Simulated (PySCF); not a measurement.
2,2-difluoropropane, C₃H₆F₂.
SMILES with atom numbers: `[CH3:1][C:2]([CH3:3])([F:4])[F:5]`

Cartesian coordinates in Å at the PBE0-D3(BJ)/def2-SVP level; atoms count from 1:
```
atom  x, y, z in Å
C1     1.0268    0.7938   -0.1204
C2     0.1494   -0.3087    0.4161
C3    -1.1730   -0.4927   -0.2845
F4     0.8417   -1.4835    0.3592
F5    -0.0863   -0.0740    1.7398
H6     0.5113    1.7611   -0.0505
H7     1.9493    0.8356    0.4742
H8     1.2852    0.5985   -1.1698
H9    -1.7702    0.4270   -0.2213
H10   -1.7229   -1.3106    0.2002
H11   -1.0128   -0.7454   -1.3413
```

Lines to be assigned: C 1s: 291.30 (area 2), 295.49 (area 1) eV; F 1s: 692.79 eV.

Method used: delta-SCF UKS SCAN, pcX-2 on the ionised atom, pcseg-1 elsewhere, spin-free X2C (PySCF 2.14.0). Geometry: PBE0-D3(BJ)/def2-SVP; no solvent, vibrations or thermal averaging.

Question: Order the carbon atoms by C 1s binding energy.

Answer: 291.30 eV: C1/C3 (methyl carbon); 295.49 eV: C2 (CF2 carbon). The listed C 1s values span 4.19 eV, from C1/C3 (bonded to C and 3 H) to C2 (bonded to 2 F and 2 C). Summing the Pauling electronegativity differences to the bonded atoms, each weighted by its formal bond order, gives -1.05 for the lowest site and +2.86 for the highest.

Bonded neighbours of each site: C1/C3: C and 3 H; C2: 2 F and 2 C; F4/F5: C.

Question: What is the longest wavelength that can ionise C 1s of C2 vertically?

Answer: λ = hc/E = 12398.42 eV Å / 295.49 eV = 41.959 Å.

The first atom of each set that the bonding makes equivalent was ionised and stands for the set.
